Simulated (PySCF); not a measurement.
OS, SMILES O=S (connectivity only; charge and spin as stated), neutral, multiplicity 3. Atoms are numbered in the order given.

```xyz
2

O      0.0000     0.0000    -0.9927
S      0.0000     0.0000     0.4964
```
Charge 0, spin multiplicity 3.

Coordinates come from a B3LYP-D3(BJ)/def2-TZVPD optimisation.

Computed with PBE/def2-TZVPD run with PySCF.

Isolated molecule, no solvent.

Computed frontier levels, dipole moment and polarisability:
The α spin, highest occupied and lowest empty level is -6.15 and -1.32 eV and the β spin, highest occupied and lowest empty level comes out as -9.83 and -4.45 eV. The dipole moment is 1.36 D and the mean static polarisability is 24.1 bohr³ (3.57 Å³). The polarisability, principal values comes out as 21.0, 21.0, 30.2 bohr³. The ⟨S²⟩ is 2.005 (pure state 2.00).
